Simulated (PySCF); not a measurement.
H₆Si₂, SMILES [SiH3][SiH3] (connectivity only; charge and spin as stated), charge +1, multiplicity 2. Atoms are numbered in the order given.

```xyz
8

Si     0.0000     0.0000    -1.3860
Si     0.0000     0.0000     1.3860
H     -1.2619    -0.7285    -1.5869
H      1.2619    -0.7285    -1.5869
H      0.0000     1.4571    -1.5869
H     -1.2619     0.7285     1.5869
H      1.2619     0.7285     1.5869
H      0.0000    -1.4571     1.5869
```
Charge +1, spin multiplicity 2.

The structure is a stationary point at B3LYP-D3(BJ)/def2-TZVP. The multiplicity is an assumed one; other spin states were not compared.

These are B3LYP-D3(BJ)/def2-TZVP (PySCF 2.14.0) values and carry that method's errors.

Frequencies are harmonic and unscaled.

Modes within 1.5 cm⁻¹ of each other (mostly degenerate sets) share a row, with their intensities summed.

| mode | ν (cm⁻¹) | IR (km/mol) | moving atoms (share of kinetic energy) |
|---|---|---|---|
| 1 | 102 | 0.0 | H 100 % |
| 2 | 198 | 0.0 | Si 91 %, H 9 % |
| 3–4 | 244 | 0.1 | H 100 % |
| 5–6 | 334 | 0.0 | H 92 % |
| 7 | 721 | 377.9 | H 90 %, Si 10 % |
| 8 | 787 | 0.0 | H 91 %, Si 9 % |
| 9–10 | 921 | 0.0 | H 96 % |
| 11–12 | 930 | 209.2 | H 96 % |
| 13 | 2242 | 0.3 | H 100 % |
| 14 | 2244 | 0.0 | H 100 % |
| 15–16 | 2300 | 0.0 | H 95 % |
| 17–18 | 2306 | 15.8 | H 95 % |
